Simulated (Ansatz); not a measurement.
**BN2 (quartet): wave-function methods side by side, cc-pVDZ**

Aim: climb from Hartree-Fock through coupled cluster for BN2 (quartet) at one geometry and basis, and see what each rung misses.

Program: Ansatz 0.2.0, Gaussian basis. Level of theory: cc-pVDZ, core rule «outside noble gas», up to 3 orbitals frozen. These are calculated values, not measurements.

To be run: UHF; CCSD(T) on ROHF; CCSD(T) on UHF; BCCD(T) on ROHF; CISD; CCSDT(Q) on ROHF; CCSDT(Q) on UHF.

36 further runs of the same task are left out: 12 for a known fault of the program, 12 that didn't finish, 12 set aside as unsound or not needed.

**1. The system**

The geometry is a PBE0/def2-TZVP stationary point (not a proven minimum).

3 atoms, charge 0, spin multiplicity 4.

Atoms are counted from 1 here; the program's logs count them from 0.

Bond lengths: B1–N2 1.314 Å, N2–N3 1.170 Å. Angles: B1–N2–N3 180.0°.

As a file:

```xyz
3
BN2
B     0.0000    0.0000    1.2660
N     0.0000    0.0000   -0.0482
N     0.0000    0.0000   -1.2178
```

**2. UHF**

in.yaml reads:

```yaml
crystal:
  periodic: [false, false, false]
  atoms:
    - {symbol: B, position_ang: [0.000000, 0.000000, 1.266000]}
    - {symbol: N, position_ang: [0.000000, 0.000000, -0.048200]}
    - {symbol: N, position_ang: [0.000000, 0.000000, -1.217800]}
basis:
  gaussian: {orbitals: cc-pVDZ}
magnetization: {spin_polarized: true, initial_magnetization: 3}
hamiltonian: {xc: hf}
output: {orbitals: {seedname: orbitals}}
```

Started as:

```sh
> ansatz run in.yaml --threads 1 --pin off --events-out ev --progress --plain --max-ram 2393MiB
```

Further steps of the session: CCSD(T) on ROHF; CCSD(T) on UHF; BCCD(T) on ROHF; CISD; CCSDT(Q) on ROHF; CCSDT(Q) on UHF.

**Question.** What will the summary of the whole plan be? Wanted: UCCSDT(Q) below the RHF energy; RMP2 from UCCSDT(Q); UMP2 from UCCSDT(Q); RCCSD from UCCSDT(Q); RCCSD(T) from UCCSDT(Q); UCCSD(T) from UCCSDT(Q); RCCSDT(Q) from UCCSDT(Q); T1 diagnostic.

**Answer**, as computed:

| quantity | value |
| --- | --- |
| UCCSDT(Q) below the RHF energy | -10.7306 eV |
| RMP2 from UCCSDT(Q) | +50.7 kJ/mol |
| UMP2 from UCCSDT(Q) | +126.5 kJ/mol |
| RCCSD from UCCSDT(Q) | +46.8 kJ/mol |
| RCCSD(T) from UCCSDT(Q) | +6.3 kJ/mol |
| UCCSD(T) from UCCSDT(Q) | +7.6 kJ/mol |
| RCCSDT(Q) from UCCSDT(Q) | 0.0 kJ/mol |
| levels within 1 kcal/mol (43 meV) | RCCSDT(Q) |
| T1 diagnostic | 0.034 |

What this shows: RCCSD(T) lands +6.3 kJ/mol from the yardstick (0.6 % of the correlation energy). These misses are within one basis, not against nature; the frozen cores of restricted and unrestricted runs differ, which can shift their rows.
